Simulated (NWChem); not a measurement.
**Correlation energy of CH2**

```xyz
3

C      0.0000     0.0000     0.1799
H      0.8622     0.0000    -0.5398
H     -0.8622     0.0000    -0.5398
```
Charge 0, spin multiplicity 1.

All runs are NWChem calculations. Structure: optimised with B3LYP/def2-SVP, a minimum by its harmonic frequencies.

Basis set: cc-pVDZ. Each correlation energy counts from its own Hartree-Fock reference.

The correlated methods keep 1 core orbital frozen. The structure started from a generated list of species. Coupled-cluster values serve here as a point of comparison, not as the truth.

Q: For the correlation energy, RI-MP2 gives -110.7 mHa and MP2 gives -110.7 mHa. What do SCS-MP2, CR-CCSD[T], CR-CCSD(T) give?

A: SCS-MP2: -118.7 mHa; CR-CCSD[T]: -141.5 mHa; CR-CCSD(T): -141.5 mHa.
